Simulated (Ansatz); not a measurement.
High-frequency dielectric constant of some cubic sulfides, selenides and tellurides

Method: r²SCAN in Ansatz (PAW). References are measured values at room or unstated temperature, uncorrected unless marked, so that the deviations hold thermal and zero-point effects besides the level's error.

```
solid                   reference  r²SCAN  deviation (%)
----------------  ---------------  ------  -------------
rock-salt PbS               16.9¶    14.0          -17.2
zinc-blende CdTe              7.2    7.53           +4.6
zinc-blende ZnSe  5.9 (5.80–6.20)    6.41           +8.6
zinc-blende ZnS              5.13    5.43           +5.8
rock-salt PbTe              31.6¶    22.7            -28
rock-salt PbSe              22.1¶    17.1            -23
```

Over these 6 solids the mean deviation is -8.1 %, the mean absolute deviation 14.5 % (median 12.9 %), and the worst case rock-salt PbTe at -28 %; the value is too high in 3 of 6 cases.

Spin–orbit coupling is left out, also for the solids with elements from indium on (rock-salt PbS, zinc-blende CdTe, rock-salt PbTe, rock-salt PbSe); its size isn't shown.

¶ marks references of a special kind: rock-salt PbS, 16.9 (measured, 300 K, copied from a table, unchecked, long-wavelength limit of the electronic terms of a dispersion formula fitted to measured refractive indices over 3.5-10.0 um; lattice terms left out; as tabulated in Zemel et al. (1965), doi:10.1103/physrev.140.a330); rock-salt PbTe, 31.6 (measured, 300 K, copied from a table, unchecked, long-wavelength limit of the electronic terms of a dispersion formula fitted to measured refractive indices over 4.099-12.51 um; lattice terms left out; as tabulated in Weiting and Yixun (1990), doi:10.1016/0020-0891(90)90055-z); rock-salt PbSe, 22.1 (measured, 300 K, copied from a table, unchecked, long-wavelength limit of the electronic terms of a dispersion formula fitted to measured refractive indices over 5.0-10.0 um; lattice terms left out; as tabulated in Zemel et al. (1965), doi:10.1103/physrev.140.a330).

Brackets give the range of the sources taken for a reference, where it is wide; it can hold other temperatures.

Differences are worked out from the printed values.

Each level is taken at its own relaxed cell. Ansatz's density-functional and Hartree–Fock values are scalar-relativistic unless marked +SOC, with PAW data made under PBE.

Ansatz's runs of these crystals have no spin polarisation.

Of the class's solids with a reference value and a result at some level, none was set aside. At least 1 more with a reference value is held back for tests. Solids without a released value at any level aren't counted. Layered and molecular crystals are counted apart.

References as tabulated in Zemel et al. (1965), doi:10.1103/physrev.140.a330; Rakita et al. (2019), arXiv:1907.03971; Skelton et al. (2020), arXiv:2005.00277; Weiting and Yixun (1990), doi:10.1016/0020-0891(90)90055-z.

Ansatz is a first-principles code.
